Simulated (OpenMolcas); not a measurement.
# One shape, several levels: SiHOF (SMILES O[Si]F)

Wanted: a comparison of 6 runs (UHF/STO-3G, B2PLYP/STO-3G, M06-2X/STO-3G, PBE0/STO-3G, UB3LYP/STO-3G, MP2/STO-3G) of SiHOF. 

The results are computed with OpenMolcas 26.06.

3 further runs of the same task are left out: 3 that didn't finish.

### Step 1. The molecule

SiHOF has 4 atoms, charge 0, and is taken as a singlet. As SMILES, `O[Si]F`. The Si2–F3 distance was set to 3.297 Å, away from the relaxed value. At this shape a bond of the SMILES string is far longer than usual.

Bond lengths: O1–Si2 1.607 Å, O1–H4 0.960 Å. Angles: Si2–O1–H4 126.0°.

### Step 2. The energy at UHF/STO-3G (run 1)

The input, job.input:

```
&GATEWAY
BASLIB=$CurrDir
COORD
4
bohr
O     -2.25605898     3.83312047     1.17996578
Si    -0.68613121     2.59045547     3.46313288
F      1.70680064    -2.29480782     0.42758833
H     -2.35396569     3.19906066    -0.51742402
BASIS=STO-3G
GROUP=NoSym
&SEWARD
&SCF
UHF
THRESHOLDS=1e-10 1e-07 1e-07 1e-05
SCRAMBLE=0.25
PRORBITALS=1 1
```

The basis set STO-3G is read from a file made from the Basis Set Exchange's data (not shown).

Started as:

```console
$ export MOLCAS_MEM=1860
$ pymolcas job.input > job.log
```

The program printed:

```text
--- Start Module: gateway ---
[...]
--- Stop Module: gateway /rc=_RC_ALL_IS_WELL_ ---
--- Start Module: seward ---
[...]
      Basis functions           20
--- Stop Module: seward /rc=_RC_ALL_IS_WELL_ ---
--- Start Module: scf ---
[...]
       Convergence after  90 Iterations
[...]
::    Total SCF energy                               -457.9334234467
[...]
      Total spin, S                                     0.6175124273
[...]
      Total electronic charge=   32.000000
      Total            charge=   -0.000000
[...]
      Dipole Moment (debye):
      Origin of the operator (angstrom)=   -0.2087    0.7726    1.0204
                   X=  3.3691E-01               Y= -8.1850E-01               Z= -7.1608E-01           Total=  1.1385E+00
      Quadrupole Moment (debye*angstrom):
[...]
--- Stop Module: scf /rc=_RC_ALL_IS_WELL_ ---
[...]
```

It took 3.3 s on 1 thread of Arm Neoverse V2, shared host; peak memory 0.37 GiB.

### Step 3. The energy at B2PLYP/STO-3G (run 2)

The input, job.input:

```
* FHOSi Kohn-Sham DFT
&GATEWAY
BasLib
$CurrDir
Coord
4
bohr
O     -2.25605898     3.83312047     1.17996578
Si    -0.68613121     2.59045547     3.46313288
F      1.70680064    -2.29480782     0.42758833
H     -2.35396569     3.19906066    -0.51742402
Basis
STO-3G
Group
NoSym
&SEWARD
GridInput
Grid=UltraFine
End of Grid
&SCF
KSDFT
B2PLYP_SCF
Thresholds
1e-10 1e-07 1e-07 1e-05
PrOrbitals
1 1
&MBPT2
Frozen
7
```

The basis set STO-3G is read from a file made from the Basis Set Exchange's data (not shown).

Started as:

```console
$ export MOLCAS_MEM=1860
$ pymolcas job.input > job.log
```

The program printed:

```text
--- Start Module: gateway ---
[...]
--- Stop Module: gateway /rc=_RC_ALL_IS_WELL_ ---
[...]
      Basis functions           20
[...]
--- Start Module: scf ---
[...]
       Convergence after  23 Iterations
[...]
::    Total KS-DFT energy                            -458.6299599070
[...]
      Total spin, S                                     0.0000000000
[...]
      Total electronic charge=   32.000000
      Total            charge=   -0.000000
[...]
      Dipole Moment (debye):
      Origin of the operator (angstrom)=   -0.2087    0.7726    1.0204
                   X= -1.9371E+00               Y=  3.2157E+00               Z=  8.4279E-01           Total=  3.8475E+00
      Quadrupole Moment (debye*angstrom):
[...]
--- Stop Module: scf /rc=_RC_ALL_IS_WELL_ ---
[...]
--- Start Module: mbpt2 ---
[...]
 ###    WARNING: MP2 implementation intended for RHF references only         ###
 ###############################################################################
MBPT2 WARNING: Reference function according to RunFile:KS-DFT
I'll assume you know what you're doing and continue
WARNING!
Default frozen orbitals as non valence orbitals is overwritten by user input.
Default values:   4
[...]
       Reference weight ( Cref**2 )         =        0.46554
::    Total MBPT2 energy                             -458.9971075442
[...]
      Total MBPT2 calculations                           0.03      0.03
--- Stop Module: mbpt2 /rc=_RC_ALL_IS_WELL_ ---
[...]
```

It took 5.1 s on 1 thread of Arm Neoverse V2, shared host; peak memory 0.37 GiB.

Runs 3 to 4 aren't shown in full; the table further down has their settings and results.

### Step 4. A single-point energy at UB3LYP/STO-3G (run 5)

The input, job.inp:

```
&GATEWAY
  BasLib
  $CurrDir
  Coord
  4
  bohr
  O     -2.25605898     3.83312047     1.17996578
  Si    -0.68613121     2.59045547     3.46313288
  F      1.70680064    -2.29480782     0.42758833
  H     -2.35396569     3.19906066    -0.51742402
  Basis
  STO-3G
  Group
  NoSym

&SEWARD
  GridInput
  Grid=UltraFine
  End of Grid

&SCF
  UHF
  KSDFT
  B3LYP
  Thresholds
  1e-10 1e-07 1e-07 1e-05
  Scramble
  0.25
  PrOrbitals
  1 1
```

The basis set STO-3G is read from a file made from the Basis Set Exchange's data (not shown).

Started as:

```console
$ export MOLCAS_MEM=1860
$ pymolcas job.inp > job.log
```

The program printed:

```text
--- Start Module: gateway ---
[...]
--- Stop Module: gateway /rc=_RC_ALL_IS_WELL_ ---
--- Start Module: seward ---
[...]
      Basis functions           20
--- Stop Module: seward /rc=_RC_ALL_IS_WELL_ ---
--- Start Module: scf ---
[...]
       Convergence after  34 Iterations
[...]
::    Total KS-DFT energy                            -459.0800232131
[...]
      Total spin, S                                     0.5440652972
[...]
      Total electronic charge=   32.000000
      Total            charge=   -0.000000
[...]
      Dipole Moment (debye):
      Origin of the operator (angstrom)=   -0.2087    0.7726    1.0204
                   X= -8.1760E-01               Y=  9.7994E-01               Z= -4.6846E-01           Total=  1.3595E+00
      Quadrupole Moment (debye*angstrom):
[...]
--- Stop Module: scf /rc=_RC_ALL_IS_WELL_ ---
[...]
```

Run time: 11 s. Hardware: 1 thread of Arm Neoverse V2, shared host; peak memory 0.37 GiB.

### Step 5. The energy at MP2/STO-3G (run 6)

The input, job.input:

```
* FHOSi MP2

&GATEWAY
  BasLib
  $CurrDir
  Coord
  4
  bohr
  O     -2.25605898     3.83312047     1.17996578
  Si    -0.68613121     2.59045547     3.46313288
  F      1.70680064    -2.29480782     0.42758833
  H     -2.35396569     3.19906066    -0.51742402
  Basis
  STO-3G
  Group
  NoSym

&SEWARD

&SCF
  Thresholds
  1e-10 1e-07 1e-07 1e-05
  PrOrbitals
  1 1

&MBPT2
  Frozen
  7
```

The basis set STO-3G is read from a file made from the Basis Set Exchange's data (not shown).

Started as:

```console
$ export MOLCAS_MEM=1860
$ pymolcas job.input > job.log
```

The program printed:

```text
--- Start Module: gateway ---
[...]
--- Stop Module: gateway /rc=_RC_ALL_IS_WELL_ ---
[...]
      Basis functions           20
[...]
--- Start Module: scf ---
[...]
       Convergence after  21 Iterations
[...]
::    Total SCF energy                               -457.7342460754
[...]
      Total spin, S                                     0.0000000000
[...]
      Total electronic charge=   32.000000
      Total            charge=   -0.000000
[...]
      Dipole Moment (debye):
      Origin of the operator (angstrom)=   -0.2087    0.7726    1.0204
                   X= -2.3508E+00               Y=  4.2057E+00               Z=  1.6844E+00           Total=  5.1041E+00
      Quadrupole Moment (debye*angstrom):
[...]
--- Stop Module: scf /rc=_RC_ALL_IS_WELL_ ---
--- Start Module: mbpt2 ---
[...]
WARNING!
Default frozen orbitals as non valence orbitals is overwritten by user input.
Default values:   4
[...]
       Reference weight ( Cref**2 )         =        0.73949
::    Total MBPT2 energy                             -457.9371389626
[...]
      Total MBPT2 calculations                           0.03      0.04
--- Stop Module: mbpt2 /rc=_RC_ALL_IS_WELL_ ---
[...]
```

Run time: 1.5 s. Hardware: 1 thread of Arm Neoverse V2, shared host; peak memory 0.37 GiB.

### Step 6. Overview of the runs

```tsv
run	level	scramble	frozen core orbitals	energy (Eh)	dipole moment (D) of the reference	HOMO energy (eV)	LUMO energy (eV)	wall time
1	UHF/STO-3G	0.25	–	-457.933423	1.14	-3.31	7.53	3.3 s
2	B2PLYP/STO-3G	–	7	-458.729090	3.85	-0.78	2.51	5.1 s
3	M06-2X/STO-3G	–	–	-459.024008	3.69	-1.00	2.30	6 s
4	PBE0/STO-3G	–	–	-458.770463	3.48	-0.36	1.57	5.4 s
5	UB3LYP/STO-3G	0.25	–	-459.080023	1.36	-0.18	1.87	11 s
6	MP2/STO-3G	–	7	-457.937139	5.10	-1.51	4.09	1.5 s
```

### Step 7. Outcome

| quantity | value |
| --- | --- |
| run 6: total energy | -457.93714 Eh |
| run 6: dipole moment (mean-field density) | 5.10 D |
| run 6: HOMO energy (Hartree–Fock orbitals) | -1.51 eV |
| run 6: LUMO energy (Hartree–Fock orbitals) | 4.09 eV |
| run 6: HOMO–LUMO gap (Hartree–Fock orbitals) | 5.60 eV |
| run 6: correlation energy (7 core orbitals frozen) | -202.9 mEh |

What this shows: Over runs 1, 2, 3, 4, 5 the dipole moment (its size) runs from 1.14 D (UHF/STO-3G) to 3.85 D (B2PLYP/STO-3G). The two dipoles point in opposite directions. A double hybrid's value is that of its SCF part. Over runs 1, 2, 3, 4, 5 the HOMO–LUMO gap runs from 1.93 eV (PBE0/STO-3G) to 10.84 eV (UHF/STO-3G). For B2PLYP the log adds the whole second-order term; the table takes 0.27 of it, as the functional is defined. Totals of different functionals can't be ranked against each other. In runs 1, 2, 3, 4, 5, 6 the basis is minimal, so the values are rough. In runs 2, 3, 4, 6 a closed-shell determinant meets a far-stretched bond, which it describes badly. Spin contamination of the reference: run 1 ⟨S²⟩ = 1.00, run 5 ⟨S²⟩ = 0.84. Where it is this large, the reference is a mixture of spin states, and values that rest on it are in doubt. All runs together took 32 s, the longest 11 s.
